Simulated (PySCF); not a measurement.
Input of a run (PBE0-D3(BJ)/def2-SVP geometry optimisation, gas phase (PySCF 2.14.0)), started from GFN2-xTB:
```
{"job": {"xc": "PBE0", "basis": "def2-SVP", "d3": "d3bj", "grid": 1, "shake": 0.01, "kind": "geom"}, "charge": 0, "multiplicity": 1}
O     -0.297320     1.095510     0.808820
C     -0.029650     0.088920     0.354700
F      0.994090    -0.645770     0.683420
F     -0.629120    -0.564030    -0.590390
```

Output (energies in Eh, forces in Eh/bohr):
```
step   0  E = -312.47060873  max force = 0.069429
step   1  E = -312.47382699  max force = 0.014865
step   2  E = -312.47399769  max force = 0.005424
step   3  E = -312.47400772  max force = 0.003326
step   4  E = -312.47410116  max force = 0.000633
step   5  E = -312.47409952  max force = 0.001078
step   6  E = -312.47410525  max force = 0.000316
optimisation converged
```

**Question.** Summarise the run.

**Answer.** The energy falls by 9.2 kJ/mol over 7 energy and gradient evaluations, the largest force component goes from 0.0694 to 3.2e-04 Eh/bohr, and the atoms move by 0.024 Å rms after alignment. The bond that changes most is O1=C2 (carbonyl oxygen to carbonyl carbon), which lengthens by 0.035 Å. Bonds longer at the end by more than 0.005 Å: 2 of 3; shorter: 0. Among the angles that change most is O1–C2–F4, from 129.0° to 125.9°. The energy rose by more than 1e-6 Eh at step 5. The first step brought 92 % of the lowering.

**Question.** What are the final bond lengths?

**Answer.** O1=C2 1.171 Å, C2–F3 1.307 Å, C2–F4 1.307 Å. Numbering counts from 1 in the input's order; the species is `O=C(F)F` (carbonyl fluoride).

The run used 56 basis functions and 46 SCF cycles in all.

Whether it is a minimum is left open (no frequencies).
